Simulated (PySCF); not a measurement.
Compound: C3ClFO.
Cartesian coordinates in Å at the PBE0-D3(BJ)/def2-SVP level; atoms count from 1:
```
atom  x, y, z in Å
O1    -1.0470    1.8423   -0.2190
C2    -0.4997    0.7946   -0.0855
C3    -0.4661   -0.6128    0.2211
F4    -1.0266   -1.7281    0.5707
C5     0.6981   -0.0431   -0.1230
Cl6    2.3469   -0.2491   -0.3882
```

Method used: core-valence-separated Tamm–Dancoff BHandHLYP/aug-pcX-1 (def2-SVPD on Cl) in PySCF, non-relativistic, gas phase, PBE0-D3(BJ)/def2-SVP geometry. Absolute energies from this functional tend to lie a few eV below measured edges; no shift was applied.

The lowest roots of each edge with f over 0.003 (five at most, numbered afresh; weaker and dark ones are left out), with transition dipoles (au) in the frame of the coordinates:

```csv
root,edge,E (eV),f,μx,μy,μz
1,C,284.42,0.0694,0.0180,0.0212,0.0958
2,C,285.37,0.0720,0.0181,0.0214,0.0975
3,C,285.70,0.0974,-0.0211,-0.0252,-0.1133
4,C,286.36,0.0411,0.0751,0.0027,-0.0148
5,C,287.98,0.0259,0.0418,0.0405,-0.0166
6,O,530.41,0.0439,0.0104,0.0124,0.0558
7,O,534.34,0.0062,-0.0205,-0.0054,0.0051
8,O,534.74,0.0045,0.0171,0.0059,-0.0044
9,F,686.29,0.0282,-0.0153,-0.0366,0.0103
10,F,686.57,0.0145,0.0050,0.0055,0.0284
11,F,689.11,0.0148,0.0049,0.0283,-0.0071
12,F,689.85,0.0064,-0.0191,0.0012,0.0031
13,F,689.88,0.0063,0.0149,0.0111,-0.0053
```

What is the unit vector of the normal of the molecular plane, and which share of each root's |μ|² lies along it?

(-0.18, -0.21, -0.96), up to sign.

| root | core hole on | share along it | final orbital under reflection in the plane |
| --- | --- | --- | --- |
| 1 | C5 | 1.00 | odd |
| 2 | C3 | 1.00 | odd |
| 3 | C2 | 1.00 | odd |
| 4 | C5 | 0.00 | even |
| 5 | C3 | 0.00 | even |
| 6 | O1 | 1.00 | odd |
| 7 | O1 | 0.00 | even |
| 8 | O1 | 0.00 | even |
| 9 | F4 | 0.00 | even |
| 10 | F4 | 1.00 | odd |
| 11 | F4 | 0.00 | even |
| 12 | F4 | 0.00 | even |
| 13 | F4 | 0.00 | even |

The 1s orbitals of atoms in the plane are even under the reflection, so light polarised along the normal reaches odd orbitals alone (the out-of-plane π set) and light polarised in the plane even ones.

For fixed molecules, how does the intensity of root 1 change when the electric field is turned 60° away from the normal of the molecular plane?

Intensity goes as (E·μ)², and μ lies along that direction, so it falls to cos²60° = 0.25 of its maximum; it vanishes at 90°.

Molecules are fixed in this frame and the field points along (1, 0, −1)/√2. What effective strengths 3 f cos²θ do the roots have (θ between field and μ)?

root 1 (C5): 0.063, root 2 (C3): 0.066, root 3 (C2): 0.089, root 4 (C5): 0.085, root 5 (C3): 0.036, root 6 (O1): 0.040, root 7 (O1): 0.013, root 8 (O1): 0.009, root 9 (F4): 0.016, root 10 (F4): 0.014, root 11 (F4): 0.004, root 12 (F4): 0.013, root 13 (F4): 0.010. Averaged over all orientations cos²θ is 1/3, which gives f back.

Rough CPU time on one thread of a shared machine: about 17 s.
